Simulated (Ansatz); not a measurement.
`NC1=CS1` and `NC1=C(F)S1` differ in one atom or group.

Ansatz, PBE0-D4/def2-TZVP geometries, multiplicity 1. Each molecule was computed in one conformer, which needn't be the lowest.

```
                                                                                  property  `NC1=CS1`
                                        size of the dipole moment (ωB97M-V/def2-TZVPP) / D       3.36
                                                     HOMO energy (ωB97M-V/def2-TZVPP) / eV      -7.17
ideal-gas entropy at 298 K and 1 bar (rigid rotor, harmonic PBE0-D4/def2-TZVP) / J/(mol·K)        292
                                                        LUMO energy (PBE0/def2-TZVPP) / eV       0.06
                                                        HOMO energy (PBE0/def2-TZVPP) / eV      -4.99
                                                     HOMO–LUMO gap (B3LYP/def2-TZVPP) / eV       4.59
```

(1) What does the change do to each property? (Estimate.)

Results:

(1) Computed: 
| property | `NC1=C(F)S1` | shift |
| --- | --- | --- |
| size of the dipole moment (ωB97M-V/def2-TZVPP) / D | 5.18 | 1.82 |
| HOMO energy (ωB97M-V/def2-TZVPP) / eV | -8.41 | -1.24 |
| ideal-gas entropy at 298 K and 1 bar (rigid rotor, harmonic PBE0-D4/def2-TZVP) / J/(mol·K) | 312 | 20 |
| LUMO energy (PBE0/def2-TZVPP) / eV | -1.60 | -1.66 |
| HOMO energy (PBE0/def2-TZVPP) / eV | -6.18 | -1.19 |
| HOMO–LUMO gap (B3LYP/def2-TZVPP) / eV | 4.17 | -0.42 |

With PBE0 the HOMO falls by 1.19 eV and the LUMO falls by 1.66 eV, so the gap narrows by about 0.47 eV. PBE moves the HOMO by -1.01 eV and ωB97M-V by -1.24 eV. Dipoles are sizes alone; their direction can turn.

B3LYP here is the variant with VWN-RPA as its local correlation; programs differ in this.
